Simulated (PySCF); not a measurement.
## Which determinant of SH lies lowest?

Unrestricted PBE0; basis H 6-311G(d,p), S 6-311G(d,p); no relativity; PySCF 2.14. Outer shells of the fragments: H 1s1; S 3s2 3p4.

Followed along the bond (rough minima from three points):

```csv
2Ms+1,unpaired,⟨S²⟩ at the start,R at minimum (Å),Te (eV)
2,π ↑,0.75,1.35,0.00
4,"σ ↑, π ↑↑",3.75,none in the scan,≤ 5.28
```

Solutions found at the starting distance of 1.305 Å, counted from the lowest of them; the search is not exhaustive and high or unbound solutions are not listed, so other states can lie among these:

```
2Ms+1   unpaired  term  E (eV)  ⟨S²⟩  ⟨Lz²⟩  μ (D)
    2        π ↑    ²Π    0.00  0.75   1.01  -1.09
    2        σ ↑   ²Σ⁺    3.99  0.76   0.00  -1.38
    4  σ ↑, π ↑↑   ⁴Σ⁻    5.95  3.75   0.00   0.22
    4  σ ↑↑, π ↑    ⁴Π    9.00  3.75   1.01   0.16
```

A term symbol is given only where ⟨S²⟩ and ⟨Lz²⟩ are close to those of a pure state; real π, δ and φ orbitals otherwise mix terms. A positive dipole means H(−)S(+).

Counting both spins, an empty level lies below a filled one in some of these solutions, because spin and occupation are held.
